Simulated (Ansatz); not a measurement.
C3H4F2O, SMILES C=CC(O)(F)F, a geometry optimisation

Computed with the Ansatz DFT code, driven from Python.

Run as a notebook:

In [1]:
```python
import itertools

import ansatz as az
from ase.data import atomic_numbers, covalent_radii
import numpy as np
```

In [2]:
```python
geometry_ang = [
    ("C", [-0.2336, -1.6341, 0.3486]),
    ("C", [-0.4276, -0.2906, 0.6323]),
    ("C", [0.0715, 0.8805, -0.1424]),
    ("O", [0.8974, 0.5217, -1.2804]),
    ("F", [-0.8872, 1.6917, -0.5615]),
    ("F", [0.94, 1.6484, 0.6217]),
    ("H", [0.2944, -1.9102, -0.5393]),
    ("H", [-0.6755, -2.3399, 0.9638]),
    ("H", [-0.9777, 0.0033, 1.5653]),
    ("H", [1.0815, 1.3781, -1.6053]),
]
mol = az.Crystal.molecule()
for symbol, xyz in geometry_ang:
    mol = mol.atom(symbol, xyz)
```

In [3]:
```python
calculation = mol.calculation()
calculation = calculation.basis(gaussian="def2-SVP").functional("cam_b3lyp")
symbols = [site.symbol for site in mol.cartesian_sites]
start = np.array([site.position_ang for site in mol.cartesian_sites], dtype=float)
def progress(event):
    if event["event"] == "relax_step":
        row = event["data"]
        print(f"step {row['step']:3d}  E = {row['lagrangian_ev']:.6f} eV  largest force component {row['allowed_force_max_ev_ang']:.4f} eV/A")
```

In [4]:
```python
report = calculation.relax(force_tolerance=0.02).session().plan().execute(on_event=progress).report
end = np.array(report["positions_ang"])
```
```text
step   1  E = -10644.339995 eV  largest force component 5.3522 eV/A
step   2  E = -10644.756431 eV  largest force component 1.7099 eV/A
step   3  E = -10644.799755 eV  largest force component 1.3821 eV/A
step   4  E = -10644.832872 eV  largest force component 0.9763 eV/A
step   5  E = -10644.895495 eV  largest force component 0.4124 eV/A
step   6  E = -10644.898010 eV  largest force component 0.2867 eV/A
step   7  E = -10644.900921 eV  largest force component 0.0409 eV/A
step   8  E = -10644.901029 eV  largest force component 0.0115 eV/A
```

In [5]:
```python
for key in ("converged", "free_energy_ev", "reference_energy_ev", "n_frozen", "n_occupied", "n_virtual"):
    print(f"{key:22s} {report[key]}")
```
```text
converged              True
free_energy_ev         -10644.901125348346
reference_energy_ev    -10644.901125348346
n_frozen               0
n_occupied             [24, 24]
n_virtual              [80, 80]
```

In [6]:
```python
# pairs closer than 1.2 times the sum of covalent radii, before or after
radius = [covalent_radii[atomic_numbers[s]] for s in symbols]
span = lambda where, i, j: np.linalg.norm(where[i] - where[j])
bonded = [(i, j) for i, j in itertools.combinations(range(len(symbols)), 2) if min(span(start, i, j), span(end, i, j)) < 1.2 * (radius[i] + radius[j])]
print("pair        before    after (A)")
for i, j in bonded:
    print(f"{symbols[i]}{i}-{symbols[j]}{j}".ljust(10), f"{span(start, i, j):8.4f} {span(end, i, j):8.4f}")
```
```text
pair        before    after (A)
C0-C1        1.3868   1.3258
C0-H6        1.0693   1.0920
C0-H7        1.0353   1.0923
C1-C2        1.4902   1.4953
C1-H8        1.1223   1.0933
C2-O3        1.4512   1.3490
C2-F4        1.3239   1.3624
C2-F5        1.3885   1.3627
O3-H9        0.9343   0.9682
```

In [7]:
```python
charges = report["charge_distribution"]
print("dipole moment", round(4.803205 * float(np.linalg.norm(charges["dipole_moment_e_ang"])), 3), "D")
print("Mulliken:", [(s, round(q, 3)) for s, q in zip(symbols, charges["mulliken_charges_e"])])
with open("c3h4f2o_opt.xyz", "w") as handle:
    handle.write(f"{len(symbols)}\nrelaxed C3H4F2O\n")
    handle.writelines(f"{s:2s} {x:11.6f} {y:11.6f} {z:11.6f}\n" for s, (x, y, z) in zip(symbols, end))
```
```text
dipole moment 0.986 D
Mulliken: [('C', 0.0), ('C', -0.108), ('C', 0.4), ('O', -0.199), ('F', -0.203), ('F', -0.204), ('H', 0.05), ('H', 0.04), ('H', 0.033), ('H', 0.191)]
```

File `c3h4f2o_opt.xyz` afterwards:
```text
10
relaxed C3H4F2O
C    -0.237402   -1.552137    0.323226
C    -0.421104   -0.281484    0.654106
C     0.115417    0.869838   -0.134900
O     0.813732    0.472536   -1.218516
F    -0.907446    1.688180   -0.509159
F     0.893315    1.651886    0.665272
H     0.331908   -1.822258   -0.568596
H    -0.649756   -2.358037    0.934438
H    -0.985888    0.019775    1.540370
H     1.130425    1.260602   -1.683440
```

What to keep in mind:
- Total energies depend on the basis set; only differences at equal settings carry meaning.
- The end point is the stationary point reached from this start; no frequency run checks that it is a minimum, and the basis set is modest.
- Run time: 46 s on 1 thread of Arm Neoverse V1, on a shared host, peak memory 0.34 GiB.
